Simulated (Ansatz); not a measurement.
Molecule: CH$_{3}$O, charge 0, multiplicity 2. It need not be the lowest isomer of its formula. 
Geometry from a B3LYP-D3(BJ)/def2-TZVP (Ansatz, a quantum-chemistry and plane-wave program) optimisation:
```
C
O 1 1.3645
H 2 0.9632 1 109.87
H 1 1.0785 2 113.74 3 175.53
H 1 1.0823 4 121.49 2 153.15
```
Charge 0, spin multiplicity 2.

Computed values are from Ansatz. Valence correlation only, unless marked. Open shells are spin-unrestricted. No spin-orbit coupling. No relativistic terms. Basis-set limits of correlation are two-point, X^-3; Hartree-Fock from the larger set. The bracket is a focal-point correction in the basis named.

The atomisation energy De is 408.7 kcal/mol at CCSD(T)/CBS(cc-pVTZ,cc-pVQZ). The vertical ionisation energy (to the singlet) is 8.02 eV at RI-MP2/CBS(aug-cc-pVTZ,aug-cc-pVQZ)+[CCSD(T)-MP2]/aug-cc-pVTZ and the total energy comes out as -114.9445 Eh at CCSD(T)/CBS(cc-pVTZ,cc-pVQZ). The dipole moment comes out as 1.47 D at CCSD(T)/aug-cc-pVDZ and the T1 diagnostic is 0.016 at CCSD/cc-pVQZ. The measured enthalpy of formation, 298 K is -3.8 kcal/mol (Active Thermochemical Tables 1.112 (ions: stationary electron), as tabulated in the package chemicals).
